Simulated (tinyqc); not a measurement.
Inside a calculation. Method: ROHF in the sto-6g basis, for NH, spin multiplicity 3. One step of it, computed by the program tinyqc.

Task: Iteration 2: diagonalisation and new density. Diagonalise F' = X^T F X, C = X C', fill 5 alpha and 3 beta electrons from the bottom; D(s) = C_occ C_occ^T. Each column has its largest component positive (the first on a tie).

effective F (hartree):
```
,1N 1s,1N 2s,1N 2px,1N 2py,1N 2pz,2H 1s
1N 1s,-14.895963,-3.611992,0.000000,0.000000,-0.007077,-0.306004
1N 2s,-3.611992,-1.435872,0.000000,0.000000,-0.063098,-0.312061
1N 2px,0.000000,0.000000,0.265417,0.033545,0.000000,0.000000
1N 2py,0.000000,0.000000,0.033545,-0.005178,0.000000,0.000000
1N 2pz,-0.007077,-0.063098,0.000000,0.000000,0.215295,-0.154683
2H 1s,-0.306004,-0.312061,0.000000,0.000000,-0.154683,-0.217462
```

X:
```
,1N 1s,1N 2s,1N 2px,1N 2py,1N 2pz,2H 1s
1N 1s,1.020922,-0.121636,0.000000,0.000000,-0.003030,0.013173
1N 2s,-0.121636,1.046246,0.000000,0.000000,0.026151,-0.135014
1N 2px,0.000000,0.000000,1.000000,0.000000,0.000000,0.000000
1N 2py,0.000000,0.000000,0.000000,1.000000,0.000000,0.000000
1N 2pz,-0.003030,0.026151,0.000000,0.000000,1.026594,-0.137845
2H 1s,0.013173,-0.135014,0.000000,0.000000,-0.137845,1.051458
```

Give: F' = X^T F X; orbital energies; coefficients C; D(alpha) after iteration 2; D(beta) after iteration 2.

Result:

F' = X^T F X (hartree):
```
,1,2,3,4,5,6
1,-14.6572,-1.8453,0.0000,0.0000,-0.0113,-0.0106
2,-1.8453,-0.8008,0.0000,0.0000,-0.0242,-0.1595
3,0.0000,0.0000,0.2654,0.0335,0.0000,0.0000
4,0.0000,0.0000,0.0335,-0.0052,0.0000,0.0000
5,-0.0113,-0.0242,0.0000,0.0000,0.2646,-0.1699
6,-0.0106,-0.1595,0.0000,0.0000,-0.1699,-0.1296
```

orbital energies (hartree): MO1 -14.8988, MO2 -0.6170, MO3 -0.1363, MO4 -0.0093, MO5 0.2695, MO6 0.3291

coefficients C:
```
,MO1,MO2,MO3,MO4,MO5,MO6
1N 1s,0.9965,-0.2343,0.0948,0.0000,0.0000,-0.0178
1N 2s,0.0149,0.9462,-0.4687,0.0000,0.0000,0.1147
1N 2px,0.0000,0.0000,0.0000,-0.1212,0.9926,0.0000
1N 2py,0.0000,0.0000,0.0000,0.9926,0.1212,0.0000
1N 2pz,0.0011,0.0693,0.2304,0.0000,0.0000,1.0078
2H 1s,-0.0024,0.2104,0.9150,0.0000,0.0000,-0.5114
```

D(alpha) after iteration 2:
```
,1N 1s,1N 2s,1N 2px,1N 2py,1N 2pz,2H 1s
1N 1s,1.0569,-0.2513,0.0000,0.0000,0.0067,0.0351
1N 2s,-0.2513,1.1152,0.0000,0.0000,-0.0424,-0.2298
1N 2px,0.0000,0.0000,1.0000,0.0000,0.0000,0.0000
1N 2py,0.0000,0.0000,0.0000,1.0000,0.0000,0.0000
1N 2pz,0.0067,-0.0424,0.0000,0.0000,0.0579,0.2254
2H 1s,0.0351,-0.2298,0.0000,0.0000,0.2254,0.8815
```

D(beta) after iteration 2:
```
,1N 1s,1N 2s,1N 2px,1N 2py,1N 2pz,2H 1s
1N 1s,1.0569,-0.2513,0.0000,0.0000,0.0067,0.0351
1N 2s,-0.2513,1.1152,0.0000,0.0000,-0.0424,-0.2298
1N 2px,0.0000,0.0000,0.0000,0.0000,0.0000,0.0000
1N 2py,0.0000,0.0000,0.0000,0.0000,0.0000,0.0000
1N 2pz,0.0067,-0.0424,0.0000,0.0000,0.0579,0.2254
2H 1s,0.0351,-0.2298,0.0000,0.0000,0.2254,0.8815
```
